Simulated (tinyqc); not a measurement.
Ways to converge the cycle: SCF convergence aids in the sto-3g basis, for BH3, spin multiplicity 1. Computed by the program tinyqc with PySCF. RHF with one setting changed at a time; a run stops when the energy changes by less than 1e-09 hartree and the error matrix is below 1e-5. The start is random orbitals. Damping d keeps d of the old density; a shift (hartree) raises the virtual levels; DIIS n extrapolates F over n matrices.

Geometry (angstrom):
```
atom        x        y       z
B      0.0000   0.0000  0.0010
H      1.2070   0.0000  0.0000
H     -0.6040   1.0460  0.0000
H     -0.6040  -1.0460  0.0000
```

lowest restricted solution found by these runs and by PySCF = -26.066514 hartree

Largest element of the error matrix X^T (FDS - SDF) X:
```
iteration    plain  damping 0.3  damping 0.6  shift 0.4   DIIS 3   DIIS 8
1          4.0e+00      4.0e+00      4.0e+00    4.0e+00  4.0e+00  4.0e+00
2          3.1e-01      1.4e+00      2.5e+00    5.0e-01  3.1e-01  3.1e-01
3          5.5e-02      4.9e-01      1.6e+00    1.8e-01  4.7e-02  4.7e-02
4          1.4e-02      1.8e-01      9.8e-01    2.1e-01  8.4e-03  8.4e-03
5          4.3e-03      6.5e-02      6.2e-01    2.1e-01  1.5e-03  1.5e-03
6          1.3e-03      2.5e-02      3.9e-01    1.7e-01  6.1e-04  6.0e-04
8          3.1e-04      3.7e-03      1.6e-01    9.8e-02  1.4e-05  7.0e-06
10         9.1e-05      9.9e-04      6.4e-02    5.5e-02  6.8e-07        -
14         8.0e-06      9.5e-05      1.1e-02    1.5e-02        -        -
20               -      9.4e-06      8.1e-04    1.9e-03        -        -
30               -            -      3.0e-05    6.2e-05        -        -
45               -            -      1.2e-06          -        -        -
```

How each run ends:
```
run          iterations  E (hartree)         state
plain                14    -26.06651  lowest found
damping 0.3          22    -26.06651  lowest found
damping 0.6          45    -26.06651  lowest found
shift 0.4            36    -26.06651  lowest found
DIIS 3               10    -26.06651  lowest found
DIIS 8                9    -26.06651  lowest found
```

What does the comparison show, and why?

6 of 6 runs reach the lowest restricted solution found, in 9 to 45 iterations (fastest: DIIS 8). Plain steps already contract here, so damping only slows them. DIIS 3 and DIIS 8 gain by cancelling the error over several earlier matrices, much as a quasi-Newton step does.
